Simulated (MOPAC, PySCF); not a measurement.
Dissociation curve of SMILES FB(F)F. The B1–F4 bond (B1 also carries F, F; F4 carries nothing else) is stretched with both fragments frozen at the PBE0/def2-TZVP optimised geometry.

Computed with: UMP2 = MP2 on UHF/cc-pVDZ, 4 core orbitals frozen (PySCF); UKS-B3LYP/3-21G = unrestricted B3LYP/3-21G (PySCF); AM1, restricted, heats of formation (MOPAC).

Energies are in kJ/mol, each relative to the lowest point of its own curve near equilibrium.

```
R / Å   UMP2  UKS-B3LYP/3-21G     AM1
-----  -----  ---------------  ------
0.98   590.9            698.4   665.4
1.05   316.8            386.5   397.1
1.11   169.6            213.6   222.3
1.17    78.4            103.4   100.4
1.23    27.0             38.9    28.9
1.28     6.1                ?     3.0
1.31       ?              2.8     0.0
1.34     0.0              0.0     4.8
1.39     6.7                ?    26.8
1.43    17.7             15.2    53.6
1.51    50.8             48.8       ?
1.64   123.1            124.0   239.4
1.78   210.9            215.1   353.5
1.96   323.0            329.1       ?
2.14   518.5            431.1   605.9
2.34   618.5            527.5   719.7
2.61   672.9            611.0   831.0
2.91   695.2            661.8   911.2
3.18   703.2            687.8       ?
3.56   707.8            707.3  1001.9
3.92   709.5            715.6  1029.0
4.56   710.2            719.5  1063.0
```

Task: Complete the blanks.

Result: 
- 1.28, UKS-B3LYP/3-21G: 11.0
- 1.31, UMP2: 0.8
- 1.39, UKS-B3LYP/3-21G: 4.7
- 1.51, AM1: 121.2
- 1.96, AM1: 484.5
- 3.18, AM1: 958.5

The unrestricted determinant behind UMP2 is spin-contaminated at 2.14 to 4.56 Å (<S²> up to 1.0, against 0.00 for a pure singlet). The unrestricted determinant behind UKS-B3LYP/3-21G is spin-contaminated at 2.34 to 4.56 Å (<S²> up to 1.0, against 0.00 for a pure singlet). The restricted form behind AM1 keeps the bonding electrons paired and can't separate into open-shell fragments.
